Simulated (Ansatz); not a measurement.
Relaxation of FH₄Si (6 atoms, charge 0, multiplicity 2), to a largest force component of 0.03 eV/Å in at most 50 steps.

Method: UKS PBE0/6-31G* in Ansatz.

```xyz
6
Properties=species:S:1:pos:R:3
Si 0.000 0.000 -0.071
H 0.000 0.000 1.402
H 1.406 0.000 -0.554
H -0.703 1.218 -0.555
H -0.703 -1.218 -0.555
F 0.000 0.000 3.514
```

Question: Where does it end, and by what steps?

Answer: The forces met the threshold. The force dipped under the threshold on the way, but the program's further checks kept it going. After 47 steps the energy has fallen by 1.526 eV; H2 moved furthest, 1.35 Å. Parted: Si1–H2. Joined: H2–F6.

```
step  energy less start (eV)  largest force component (eV/Å)  accepted
   0                  0.0000                           0.657       yes
   2                 -0.0748                           0.513       yes
   4                 -0.4652                           1.444       yes
   6                  0.1131                          18.496        no
   8                 -1.3380                           0.717       yes
  10                 -1.4528                           0.337       yes
  12                 -1.4643                           0.018       yes
  14                 -1.4646                           0.017       yes
  16                 -1.4648                           0.021       yes
  18                 -1.4590                           0.849        no
  20                 -1.4669                           0.101       yes
  22                 -1.4693                           0.187       yes
  24                 -1.4792                           0.116       yes
  26                 -1.4793                           0.462        no
  28                 -1.4857                           0.038       yes
  30                 -1.4859                           0.021       yes
  32                 -1.4866                           0.018       yes
  34                 -1.4871                           0.169       yes
  36                 -1.4882                           0.113       yes
  38                 -1.4908                           0.347       yes
  40                 -1.5042                           0.408       yes
  42                 -1.5217                           0.214       yes
  44                 -1.5242                           0.052       yes
  46                 -1.5256                           0.081       yes
  47                 -1.5262                           0.022       yes
```

```xyz
6
Properties=species:S:1:pos:R:3
Si -0.134 0.250 -0.277
H -0.244 0.152 2.716
H 1.353 0.251 -0.242
H -0.645 1.043 -1.432
H -0.683 -1.133 -0.293
F 0.354 -0.563 2.709
```

The run took 61 s on 1 thread of Arm Neoverse V2, with other jobs on the host, peak memory 0.1 GiB.
